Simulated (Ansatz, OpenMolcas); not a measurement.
SiH2S (SMILES [SiH]S): the vertical ionisation energy, rung by rung

SiH2S: 4 atoms, total charge 0, spin state singlet. SMILES: `[SiH]S`. The coordinates come from a PBE0-D4/def2-TZVP relaxation.

Quantity: the vertical ionisation energy (to the doublet cation), in eV. The values are calculated.

```tsv
level	kind	program	value (eV)	less FCI/STO-3G	CPU time (all runs)
HF/STO-3G, open shells restricted	Hartree–Fock	OpenMolcas	5.69	+0.48	4.1 s
BLYP/STO-3G	GGA	Ansatz	6.15	+0.94	2.2 s
r2SCAN/STO-3G	meta-GGA	OpenMolcas	6.31	+1.10	15 s
B3LYP/STO-3G	global hybrid	OpenMolcas	6.44	+1.23	11 s
CAM-B3LYP/STO-3G	range-separated hybrid	Ansatz	6.49	+1.28	3.4 s
HSE06/STO-3G	range-separated hybrid	Ansatz	6.38	+1.17	3.6 s
CCSD(T)/STO-3G	coupled cluster or CI	Ansatz	5.24	+0.03	0.59 s
CCSDT(Q)/STO-3G	coupled cluster or CI	Ansatz	5.20	-0.01	1.2 s
FCI/STO-3G, open shells restricted	exact in the basis	OpenMolcas	5.21	0.00	9.4 s
```

FCI/STO-3G, open shells restricted is exact within its basis and frozen core, so for wave-function methods in that basis the difference is their error; functionals converge differently with the basis, so for them it is only a difference. The values span 5.20 to 6.49 eV. All rows use very small basis sets, so even the best lies far from the true value. CPU times are rough (shared hosts, several kinds of processor): they show what a rung costs within a factor of a few.
